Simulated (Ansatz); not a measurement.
Relaxation of BClH4O (7 atoms, charge 0, multiplicity 1), to a largest force component of 0.03 eV/Å in at most 50 steps.

All numbers below come from Ansatz 0.2.0, RKS B3LYP-D4/def2-SVP.

```xyz
7
Properties=species:S:1:pos:R:3:forces:R:3
B 0.025 -0.405 -0.392 0.08 -0.82 0.03
Cl -0.127 0.069 2.631 0.37 -0.89 -0.31
H 1.055 0.215 -0.412 -0.01 0.00 -0.01
H -1.037 0.058 -0.733 0.00 0.00 0.02
O 0.125 -1.734 -0.028 -0.03 0.83 -0.13
H -0.727 -2.188 -0.035 -0.04 -0.03 -0.06
H 0.335 -1.044 2.061 -0.37 0.91 0.45
```

Question: Where does it end, and by what steps?

Answer: It converged. The force dipped under the threshold on the way, but the program's further checks kept it going. After 23 steps the energy has fallen by 0.126 eV; H4 moved furthest, 1.39 Å.

```csv
step,energy less start (eV),largest force component (eV/Å),accepted
0,0.0000,0.909,yes
1,-0.0304,0.709,yes
2,-0.0351,0.722,yes
3,-0.0446,0.594,yes
4,-0.0692,0.313,yes
5,-0.0743,0.149,yes
6,-0.0790,0.122,yes
7,-0.0816,0.089,yes
8,-0.0874,0.151,yes
9,-0.0907,0.300,yes
10,-0.0975,0.171,yes
11,-0.1032,0.189,yes
12,0.0659,1.070,no
13,-0.1090,0.225,yes
14,-0.1084,0.311,no
15,-0.1149,0.081,yes
16,-0.1182,0.049,yes
17,-0.1209,0.065,yes
18,-0.1217,0.199,yes
19,-0.1239,0.083,yes
20,-0.1249,0.049,yes
21,-0.1256,0.032,yes
22,-0.1258,0.018,yes
23,-0.1259,0.023,yes
```

```xyz
7
Properties=species:S:1:pos:R:3
B -0.035 -0.381 -0.619
Cl 0.611 -0.445 3.247
H 0.605 0.572 -0.259
H -0.356 -0.569 -1.770
O -0.398 -1.269 0.340
H -0.911 -2.024 0.022
H 0.133 -0.914 2.130
```

Whether the end is a true minimum wasn't checked by a vibrational analysis.

The run took 24 s on 1 thread of Intel(R) Xeon(R) 6975P-C (Granite Rapids) (shared host), peak memory 0.15 GiB.
